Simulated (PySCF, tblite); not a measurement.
**methanol and hydrogen cyanide**

A gas-phase complex of methanol and hydrogen cyanide; neutral, singlet. The structure comes from a short search (6 tight-binding starts) and was relaxed by PBE0-D3(BJ)/def2-TZVPD; another way of binding may lie lower. No frequency run checks that it is a minimum.

Parts: 1 = methanol (CO), atoms 1–6; 2 = hydrogen cyanide (C#N), atoms 7–9.

```tsv
atom	part	x (Å)	y (Å)	z (Å)
C1	1	-0.472	-0.039	0.042
O2	1	0.858	-0.107	-0.438
H3	1	-0.687	-0.837	0.761
H4	1	-1.130	-0.165	-0.818
H5	1	-0.686	0.930	0.503
H6	1	1.467	-0.030	0.300
C7	2	1.596	-1.025	-3.253
N8	2	1.834	-1.383	-4.316
H9	2	1.369	-0.691	-2.250
```

```
contact  kind (by geometry)  distance (Å)  angle (°)
H9···O2   C–H hydrogen bond         1.971        177
```

Interaction energies are complex less parts, with the parts frozen as they stand in it; counterpoise-corrected, in kcal/mol (PySCF). The CCSD(T) estimate is Hartree-Fock/aug-cc-pVQZ, plus the MP2 correlation part extrapolated as X⁻³ from aug-cc-pVTZ and aug-cc-pVQZ, plus CCSD(T) less MP2 in aug-cc-pVDZ; noble-gas cores are frozen. It isn't the exact limit.

| level | interaction | superposition error removed |
| --- | --- | --- |
| Hartree-Fock/aug-cc-pVQZ | -4.83 | - |
| wB97M-D3(BJ)/def2-TZVPD | -5.81 | -0.08 |
| PBE0-D3(BJ)/def2-TZVPD | -6.08 | -0.07 |
| MP2/aug-cc-pVQZ | -5.74 | -0.28 |

Problem. What does CCSD(T) at its estimated basis limit give, and which of these levels comes nearest?

Solution. -5.69 kcal/mol. wB97M-D3(BJ)/def2-TZVPD and MP2/aug-cc-pVQZ come equally near, within the error of the estimate; the errors are Hartree-Fock/aug-cc-pVQZ +0.86, wB97M-D3(BJ)/def2-TZVPD -0.12, PBE0-D3(BJ)/def2-TZVPD -0.39, MP2/aug-cc-pVQZ -0.05.

Problem. What holds them together? Decompose the wB97M-D3(BJ)/def2-TZVPD energy: frozen parts, their antisymmetrised product, then relaxation.

Solution. electrostatic -8.5, Pauli repulsion +6.9, orbital relaxation -3.4, dispersion correction -0.8 kcal/mol, which sum to the value before the counterpoise correction; the Pauli term holds the exchange-correlation of the frozen density too. Of the attraction, 67 % is electrostatic, 27 % is orbital relaxation, 7 % is dispersion correction.

The parts were also relaxed and run alone, at the levels used for the complex: shieldings by PBE0/pcSseg-2; core levels by delta-SCF with SCAN, pcX-2 on the ionised atom and pcseg-1 elsewhere, spin-free X2C.

Problem. What does binding change?

Solution. 
```tsv
property	alone	in the complex	change
C7–H9 bond (Å)	1.069	1.081	+0.012
shielding of H9 (ppm)	29.01	26.45	-2.56
shielding of O2 (ppm)	329.3	322.0	-7.3
shielding of C7 (ppm)	71.5	66.1	-5.3
O2 1s core level (eV)	538.99	539.80	+0.81
C7 1s core level (eV)	293.41	292.39	-1.02
N8 1s core level (eV)	406.64	405.72	-0.92
```

The core-hole states of C7, N8 are spin-contaminated (⟨S²⟩ 0.84, 0.83 against 0.75 for a pure doublet), so those values and differences from them are less sure.
